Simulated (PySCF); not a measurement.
## Frontier orbitals and the lowest excitations

Species: disulfides, H₂S₂.
Cartesian coordinates in Å at the GFN2-xTB level; atoms count from 1:
```xyz
4
H2S2 angstrom
S      0.8876    0.4151    0.5312
S     -0.8868    0.4739   -0.4835
H      1.5461   -0.4177   -0.2864
H     -1.5366   -0.4665    0.2160
```

Method: TDDFT PBE0/def2-SVPD, vertical, gas phase, core orbitals frozen in the response in PySCF.

Kohn–Sham orbitals with the atoms that hold most of them (Löwdin shares over 4%, at most four atoms; ? is withheld):

```tsv
orbital	ε (eV)	atoms
LUMO+2	0.52	S1 34%, S2 34%, H3 16%, H4 16%
LUMO+1	-0.07	S2 38%, S1 38%, H4 12%, H3 12%
LUMO	-1.18	?
HOMO	?	?
HOMO-1	-7.75	S1 44%, S2 44%, H4 6%, H3 6%
HOMO-2	-10.30	S2 46%, S1 46%
HOMO-3	-11.72	S1 41%, S2 41%, H4 9%, H3 9%
```

Q: Give the leading atoms of the LUMO.

A: S1 (bonded to S and H) 46%; S2 (bonded to S and H) 46%; H4 (bonded to S) 4%; H3 (bonded to S) 4%. By element: sulfur 92%, hydrogen 8%.

Q: Give the leading atoms of the HOMO.

A: S2 (bonded to S and H) 44%; S1 (bonded to S and H) 44%; H4 (bonded to S) 6%; H3 (bonded to S) 6%. By element: sulfur 89%, hydrogen 11%.

Q: What is the HOMO energy, and the HOMO–LUMO gap?

A: ε(HOMO) = -7.53 eV; the gap is 6.35 eV (0.2334 hartree).

Q: The HOMO–LUMO gap is 6.35 eV. Where does the response calculation put the lowest singlet, and from which orbitals?

A: S1 is at 4.72 eV (f = 0.0042), 1.63 eV below the gap, made of HOMO→LUMO (98%). 

Q: Give energy, strength and leading configuration of S1, S2, S3 and S4, and follow the Löwdin shares of the leading atoms from the occupied to the empty orbital.

A: 
- S1 (4.72 eV, f 0.0042), HOMO→LUMO (98%): S2 44% → 46%, S1 44% → 46%
- S2 (4.98 eV, f 0.012), HOMO-1→LUMO (97%): S1 44% → 46%, S2 44% → 46%
- S3 (6.01 eV, f 0.015), HOMO→LUMO+1 (95%): S2 44% → 38%, S1 44% → 38%
- S4 (6.20 eV, f 0.012), HOMO-1→LUMO+1 (91%): S1 44% → 38%, S2 44% → 38%

Löwdin shares depend on the basis, the more so with diffuse functions.
